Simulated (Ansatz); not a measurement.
A run of Ansatz (development build ahead of 0.2.0) on singlet O3 at this shape:

| atom | x (Å) | y (Å) | z (Å) |
| --- | --- | --- | --- |
| O | 0.0000 | 1.1038 | -0.2285 |
| O | 0.0000 | 0.0000 | 0.4571 |
| O | 0.0000 | -1.4349 | -0.4342 |

Its results:

| Quantity | Value |
| --- | --- |
| Converged | yes |
| Total energy | -225.40478 hartree |
| Spin squared of the determinant | 1.310 |
| Stability test | minimum |

Q: Which input gives this output? Name the method, the orbitals and the basis set, and write the input.

A: ωB97X (unrestricted) in pcseg-2.

```yaml
crystal:
  periodic: [false, false, false]
  atoms:
    - { symbol: O, position_ang: [0.0, 1.10381, -0.22854] }
    - { symbol: O, position_ang: [0.0, 0.0, 0.45708] }
    - { symbol: O, position_ang: [0.0, -1.43495, -0.43423] }
basis:
  gaussian: { orbitals: pcseg-2 }
magnetization:
  spin_polarized: true
hamiltonian:
  xc: { name: wB97X }
```

Caution: the unrestricted determinant is a mixture of spin states.
